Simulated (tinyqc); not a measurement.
Worked calculation: LCCD on RHF in the sto-3g basis, frozen core, for NH3, spin multiplicity 1. One step of it, computed by the program tinyqc.

Question. LCCD: starting amplitudes. t_ij^ab = <ij||ab> / (e_i + e_j - e_a - e_b), whose energy is MP2.

orbital energies (hartree): MO1 -15.314665, MO2 -1.021778, MO3 -0.515609, MO4 -0.515591, MO5 -0.337130, MO6 0.496507, MO7 0.611153, MO8 0.611287

Two-electron integrals over orbitals (pq|rs), unique and non-zero (hartree); the lowest 1 orbital is frozen and left out:
```
(22|22) 0.598891    (32|22) 0.000064    (32|32) 0.117111    (33|22) 0.535920
(33|32) 0.046805    (33|33) 0.551070    (42|42) 0.117062    (43|42) -0.046850
(43|43) 0.043826    (44|22) 0.535824    (44|32) -0.046831   (44|33) 0.463465
(44|44) 0.551030    (52|22) -0.005463   (52|32) -3.46e-06   (52|33) 0.000283
(52|44) 0.000263    (52|52) 0.103663    (53|22) -0.000028   (53|32) -0.006739
(53|33) -0.012274   (53|44) 0.012241    (53|52) -0.000040   (53|53) 0.029633
(54|42) -0.006765   (54|43) 0.012270    (54|54) 0.029643    (55|22) 0.592823
(55|32) -0.000031   (55|33) 0.518880    (55|44) 0.518842    (55|52) 0.094470
(55|53) -0.000074   (55|55) 0.738032    (62|22) 0.121065    (62|32) -0.000091
(62|33) 0.069787    (62|44) 0.069730    (62|52) -0.015726   (62|53) -0.000050
(62|55) 0.114950    (62|62) 0.090256    (63|22) -0.000285   (63|32) -0.026051
(63|33) -0.034723   (63|44) 0.034388    (63|52) -0.000090   (63|53) 0.015374
(63|55) -0.000333   (63|62) -0.000239   (63|63) 0.059271    (64|42) -0.026220
(64|43) 0.034631    (64|54) 0.015446    (64|64) 0.059537    (65|22) -0.064284
(65|32) -0.000096   (65|33) -0.030828   (65|44) -0.030716   (65|52) 0.018518
(65|53) -0.000021   (65|55) -0.065021   (65|62) -0.054065   (65|63) 0.000145
(65|65) 0.040034    (66|22) 0.517323    (66|32) -0.000363   (66|33) 0.480641
(66|44) 0.481020    (66|52) -0.050795   (66|53) 0.000094    (66|55) 0.474544
(66|62) 0.082234    (66|63) 0.000081    (66|65) -0.048086   (66|66) 0.508645
(72|42) 0.034345    (72|43) 0.012647    (72|54) 0.021389    (72|64) 0.037773
(72|72) 0.056097    (73|42) 0.039249    (73|43) -0.014998   (73|54) -0.011348
(73|64) -0.029735   (73|72) -0.004498   (73|73) 0.033906    (74|22) 0.115347
(74|32) 0.039249    (74|33) 0.087258    (74|44) 0.057256    (74|52) 0.044083
(74|53) -0.011362   (74|55) 0.153141    (74|62) 0.076797    (74|63) -0.029819
(74|65) -0.037514   (74|66) 0.042872    (74|74) 0.138232    (75|42) 0.046114
(75|43) -0.019817   (75|54) 0.015922    (75|64) -0.020484   (75|72) 0.014330
(75|73) 0.017931    (75|75) 0.042051    (76|42) 0.092244    (76|43) -0.048608
(76|54) -0.020815   (76|64) -0.045384   (76|72) 0.004473    (76|73) 0.045819
(76|75) 0.035497    (76|76) 0.099481    (77|22) 0.540589    (77|32) -0.028688
(77|33) 0.471489    (77|44) 0.545382    (77|52) 0.017469    (77|53) 0.014390
(77|55) 0.546728    (77|62) 0.078393    (77|63) 0.037534    (77|65) -0.031392
(77|66) 0.487658    (77|74) 0.074906    (77|77) 0.568269    (82|22) 0.000299
(82|32) 0.034308    (82|33) -0.012537   (82|44) 0.012847    (82|52) -0.000006
(82|53) 0.021392    (82|55) 0.000292    (82|62) 0.000097    (82|63) 0.037773
(82|65) -0.000138   (82|66) 0.000169    (82|74) -0.004315   (82|77) 0.022469
(82|82) 0.056097    (83|22) 0.115270    (83|32) -0.039380   (83|33) 0.057190
(83|44) 0.087293    (83|52) 0.044078    (83|53) 0.011317    (83|55) 0.153126
(83|62) 0.076789    (83|63) 0.029470    (83|65) -0.037420   (83|66) 0.043228
(83|74) 0.072221    (83|77) 0.099416    (83|82) 0.004742    (83|83) 0.138358
(84|42) 0.039233    (84|43) -0.014940   (84|54) -0.011308   (84|64) -0.029617
(84|72) -0.004400   (84|73) 0.031979    (84|75) 0.017910    (84|76) 0.045751
(84|84) 0.033799    (85|22) -0.000075   (85|32) 0.046106    (85|33) 0.019722
(85|44) -0.019834   (85|52) 0.000067    (85|53) 0.015941    (85|55) -0.000080
(85|62) -0.000128   (85|63) -0.020385   (85|65) -0.000016   (85|66) -0.000234
(85|74) 0.017878    (85|77) -0.013850   (85|82) 0.014320    (85|83) -0.018037
(85|85) 0.042030    (86|22) 0.000029    (86|32) 0.092142    (86|33) 0.048364
(86|44) -0.048468   (86|52) -0.000125   (86|53) -0.020723   (86|55) -0.000128
(86|62) -2.40e-06   (86|63) -0.045017   (86|65) -0.000126   (86|66) -0.000350
(86|74) 0.045695    (86|77) -0.040940   (86|82) 0.004530    (86|83) -0.045960
(86|85) 0.035415    (86|86) 0.099128    (87|42) -0.028487   (87|43) 0.036874
(87|54) 0.014393    (87|64) 0.037707    (87|72) 0.022281    (87|73) -0.012140
(87|75) -0.013746   (87|76) -0.040847   (87|84) -0.012066   (87|87) 0.040002
(88|22) 0.540628    (88|32) 0.029085    (88|33) 0.545624    (88|44) 0.471254
(88|52) 0.017469    (88|53) -0.014522   (88|55) 0.546717    (88|62) 0.078463
(88|63) -0.038127   (88|65) -0.031470   (88|66) 0.487322    (88|74) 0.099554
(88|77) 0.487776    (88|82) -0.022071   (88|83) 0.074602    (88|85) 0.013921
(88|86) 0.041238    (88|88) 0.568626
```

Give: Starting amplitudes; correlation energy.

Answer.

Starting amplitudes (spin orbitals 1a, 1b, ...; amplitudes related by a flip of all spins are not repeated; the 24 largest):
```
from      to        t
3a 3b  8a 8b  -0.0614
4a 4b  7a 7b  -0.0613
3a 4b  7b 8a   0.0320
2a 2b  6a 6b  -0.0297
4a 4b  6a 6b  -0.0294
3a 3b  6a 6b  -0.0293
2a 4b  6a 7b  -0.0290
2a 3b  6a 8b  -0.0290
5a 5b  6a 6b  -0.0240
2a 5b  6a 6b   0.0230
5a 5b  7a 7b  -0.0222
5a 5b  8a 8b  -0.0222
4a 5b  6b 7a  -0.0191
3a 5b  6b 8a  -0.0191
3a 4a  7a 8a   0.0179
2a 2b  7a 7b  -0.0172
2a 2b  8a 8b  -0.0172
3a 3b  7a 7b  -0.0150
4a 4b  8a 8b  -0.0150
2a 4a  6a 7a  -0.0148
2a 3a  6a 8a  -0.0147
2a 4b  6b 7a   0.0143
2a 3b  6b 8a   0.0143
3a 4b  7a 8b  -0.0142
```

correlation energy = -0.060964 hartree
